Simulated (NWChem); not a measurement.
Total energies of Al (+1)

```xyz
1

Al     0.0000     0.0000     0.0000
```
Charge +1, spin multiplicity 1.

Program: NWChem.

Basis set: 3-21G (13 functions).

```csv
method,total energy (Ha)
RHF,-240.34831
MP2,-240.36986
B2PLYP,-240.69617
PBE,-240.65711
B3LYP,-240.82252
PBE0,-240.68574
```

Total energies of different functionals aren't comparable as a measure of quality: only differences taken within one method are. 

The correlated methods keep 5 core orbitals frozen. B3LYP has NWChem's definition, with VWN1-RPA local correlation.
